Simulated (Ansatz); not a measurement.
# HAlMg, triplet in cc-pVDZ: errors against full CI

Geometry: a point of a breathe scan, not a stationary point.

```csv
atom,x (Å),y (Å),z (Å)
Al,0.0000,0.0000,0.6217
Mg,0.0000,0.0000,-4.0422
H,0.0000,0.0000,3.4205
```

Basis cc-pVDZ; Ansatz 0.2.0. Only valence electrons are correlated (noble-gas cores frozen), which leaves 6 electrons in 31 orbitals. Prefix R: restricted or restricted open-shell reference; prefix U: unrestricted. Active spaces: pair = (4e, 4o) about the gap; valence = (6e, 9o) chosen from the atoms' valence shells. The metal's outer-core shells are frozen, which leaves out core–valence correlation.

Full CI is exact within this basis and frozen core; it isn't the basis-set limit. The frozen core follows each run's orbitals, which can shift R against U totals by a few meV.

For open shells CISD is restricted-active-space CI with the open shells as a complete middle space.

```
UHF ⟨S²⟩                          : 2.035
T1 diagnostic (RCCSD)             : 0.0274
largest doubles amplitude (RCCSD) : 0.106
T1 diagnostic (UCCSD)             : 0.0192
```

```csv
level,E − E(full CI) (kcal/mol),share of correlation (%),wall time
RHF,54.92,0.00,–
UHF,52.24,4.88,–
RMP2,18.76,65.84,–
UMP2,18.74,65.88,–
CISD,4.32,92.13,1.5 s
RCCSD,1.05,98.09,–
UCCSD,0.97,98.24,–
RCCSD(T),0.34,99.38,4.5 s
UCCSD(T),0.33,99.41,6 s
BCCD(T),0.34,99.38,3.7 s
RCCSDT,0.02,99.97,–
UCCSDT,0.02,99.97,–
RCCSDT(Q),0.00,99.99,9 s
UCCSDT(Q),0.00,99.99,12 s
CASSCF (pair space),46.22,15.84,–
NEVPT2 (pair space),17.84,67.51,3.8 s
CASSCF (valence space),19.75,64.03,–
NEVPT2 (valence space),6.68,87.84,4.8 s
MRCISD (valence space),0.87,98.42,–
MRCISD+Q (valence space),0.12,99.78,6.5 s
```

The correlation energy at full CI, counted from RHF, is -2.382 eV. That run took 47 s on 1 thread of AMD EPYC 7B13, shared host over 5,050,836 determinants.

Times hold each run's SCF and search for its determinant on a shared host, so for small cases they say little of a method's own cost; they ran on 1 thread of AMD EPYC 7B13. Some runs computed forces too.

The full-CI state has the irrep B1 of C2v, in the program's axes (one component, if the state is degenerate).

Natural occupations of full CI about the gap: 1.885 1.859 0.999 0.979 0.053 0.045 0.044 0.043 0.040 0.012; effectively unpaired electrons, Σ n²(2−n)², 2.16.
